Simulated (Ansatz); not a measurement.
# ClOSi: the cost of one run

Computed with Ansatz 0.2.0, Gaussian basis. Level: def2-TZVPP, core rule «outside noble gas», up to 11 orbitals frozen.

Plan: UHF; ROHF; CCSD(T) on UHF.

### Step 1. The system

The geometry is a PBE0/def2-TZVP stationary point (not a proven minimum) of the parent state, kept for this charge and spin.

3 atoms, charge 0, spin multiplicity 6.

Atoms are counted from 1 here; the program's logs count them from 0.

Bond lengths: Cl1–Si3 2.238 Å, O2–Si3 1.908 Å. Angles: Cl1–Si3–O2 65.5°.

### Step 2. UHF

in.yaml

```yaml
crystal:
  periodic: [false, false, false]
  atoms:
    - {symbol: Cl, position_ang: [0.000000, -0.104654, 1.131961]}
    - {symbol: O, position_ang: [0.000000, 1.273898, -0.660805]}
    - {symbol: Si, position_ang: [0.000000, -0.593591, -1.052463]}
basis:
  gaussian: {orbitals: def2-TZVPP}
magnetization: {spin_polarized: true, initial_magnetization: 5}
hamiltonian: {xc: hf}
output: {orbitals: {seedname: orbitals}}
```

On the command line:

```bash
> ansatz run in.yaml --threads 1 --pin off --events-out ev --progress --plain --max-ram 4096MiB --backend cpu
```

What time and memory should one allow on 1 thread of AMD EPYC 7R13, shared host?

About 10 s, with a peak of 0.33 GiB.
